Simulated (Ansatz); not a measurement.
The input, for Ansatz 0.2.0:

```yaml
crystal:
  periodic: [false, false, false]
  atoms:
    - {symbol: H, position_ang: [0.000000, 0.000000, -1.160667]}
    - {symbol: H, position_ang: [0.000000, 0.000000, -0.185667]}
    - {symbol: Si, position_ang: [0.000000, 0.000000, 1.346333]}
basis:
  gaussian: {orbitals: "6-31G*"}
magnetization: {spin_polarized: true, initial_magnetization: 2}
hamiltonian: {xc: {name: PBE0}}
correlation: {method: ccsdt_q, electrons: all}
```

```sh
$ ansatz run in.yaml --threads 1 --pin off --events-out ev --progress --plain --max-ram 2393MiB
```

Output:

```
361 factors; integrals over basis functions are off by at most 8.7e-8 eV
mean field evaluation 1: about -7900.3674 eV, gradient 4.7e0 eV
mean field evaluation 2: about -7900.3659 eV, gradient 4.7e0 eV
mean field evaluation 4: about -7900.6271 eV, gradient 5.8e-1 eV
mean field evaluation 8: about -7900.6326 eV, gradient 1.4e-2 eV
mean field evaluation 16: about -7900.6326 eV, gradient 4.3e-6 eV
mean field evaluation 32: about -7900.6326 eV, gradient 7.9e-5 eV
mean field -7900.99862274 eV, -290.3563438963 hartree, gradient 6.4e-6 eV, S^2 2.015466; 5 other end points of the search recorded, 0 dependent functions left out
reference -7888.29818751 eV, -289.8896115104 hartree; 9, 7 occupied and 14, 16 virtual orbitals, 361 factors
second order -2.24125122 eV of doubles, -0.11805708 eV of singles
cycle   1  -2.75183266 eV  change   -3.9e-1 eV  update   6.2e-2
cycle   2  -3.02340307 eV  change   -2.7e-1 eV  update   3.0e-2
cycle   3  -3.03921512 eV  change   -1.6e-2 eV  update   1.0e-2
cycle   4  -3.04651330 eV  change   -7.3e-3 eV  update   5.8e-3
cycle   5  -3.04873599 eV  change   -2.2e-3 eV  update   3.2e-3
cycle   6  -3.04822106 eV  change    5.1e-4 eV  update   2.0e-3
cycle   7  -3.05035058 eV  change   -2.1e-3 eV  update   1.2e-3
cycle   8  -3.05024379 eV  change    1.1e-4 eV  update   4.6e-4
cycle   9  -3.05006553 eV  change    1.8e-4 eV  update   1.7e-4
cycle  10  -3.05006305 eV  change    2.5e-6 eV  update   8.2e-5
cycle  11  -3.05009999 eV  change   -3.7e-5 eV  update   4.0e-5
cycle  12  -3.05009931 eV  change    6.8e-7 eV  update   1.4e-5
cycle  13  -3.05008176 eV  change    1.8e-5 eV  update   6.2e-6
cycle  14  -3.05007905 eV  change    2.7e-6 eV  update   2.3e-6
cycle  15  -3.05007928 eV  change   -2.3e-7 eV  update   1.0e-6
perturbative correction -0.00185204 eV, -0.0000680614 hartree
Total energy: -7891.35011884 eV, -290.0017679180 hartree
```

Ran on 1 thread of Arm Neoverse V2, shared host: 9 s wall, 0.27 GiB peak host memory.
